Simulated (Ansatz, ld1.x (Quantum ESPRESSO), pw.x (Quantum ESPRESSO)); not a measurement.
Equation-of-state test of one TM potential (platinum)

ld1.x (Quantum ESPRESSO) 7.5 input, shortened:

```
&input
   title='Pt', zed=78., rel=1, dft='PBESOL', iswitch=3,
   config='[Xe] 4f14 5d9 6s1 6p0'
 /
 &inputp
   pseudotype=2, tm=.true., lloc=-1, rcloc=2.55,
   nlcc=.true., new_core_ps=.true., rcore=2.15
 /
3
6S  1  0   1.00   0.00  2.05  2.05  0.0
6P  2  1   0.00   0.00  3.70  3.70  0.0
5D  3  2   9.00   0.00  2.15  2.15  0.0
 &test
   configts(1)='5d9 6s1 6p0'
 /
```

Crystal test: diamond Pt in pw.x 7.5, no spin, 8³ k-points, Fermi–Dirac smearing 0.01 Ry, cutoffs 60/240 Ry. The reference is all-electron LAPW (Ansatz 0.2.0) with the same functional, mesh and smearing; V0 and B0 come from Birch–Murnaghan fits to the pressures at five volumes. Errors are pseudo minus all-electron; Δ is the rms difference of the E(V) curves that follow from these fits, minima aligned, over ±6 % about the mean V0. Mesh and smearing are coarse, so the numbers serve the comparison and aren't converged zero-temperature values; the lattice is a test structure that the element need not adopt.

All-electron: a0 = 5.695 Å (V0 = 23.08 Å³/atom), B0 = 133.8 GPa.

Question: How far does the potential miss the all-electron equation of state?

Answer: mean pressure error (GPa): +3.47; a0 (Å): 5.742; a0 error (%): +0.83; B0 error (%): -3.9; Δ (meV/atom): 16.6. The largest radius (3.70 bohr) exceeds half the bond length (2.33 bohr), so the spheres overlap, which is one possible source of error among others. This is a poor potential for the solid. The logarithmic derivative shows an extra or strongly shifted pseudo pole above the reference energy (s near 1.48 Ry).

| V (Å³/atom) | P all-electron (GPa) | P pseudo (GPa) |
| --- | --- | --- |
| 21.883 | 8.27 | 12.44 |
| 22.459 | 3.95 | 7.73 |
| 23.035 | 0.28 | 3.71 |
| 23.611 | -2.84 | 0.27 |
| 24.187 | -5.50 | -2.66 |

Question: At the middle volume, how do free energy and pressure move when the wave cutoff is lowered (ecutrho kept at four times it)?

Answer:

```tsv
cutoff (Ry)	shift of F (meV/atom)	shift of P (GPa)
27	+2908.7	-95.56
36	+185.5	-10.93
48	+5.1	+0.19
```

The run at the middle volume (29 k-points, 8 iterations) took about 16 s on one core of a shared host (Neoverse-V1, 32 threads, 247 GiB, load 20).
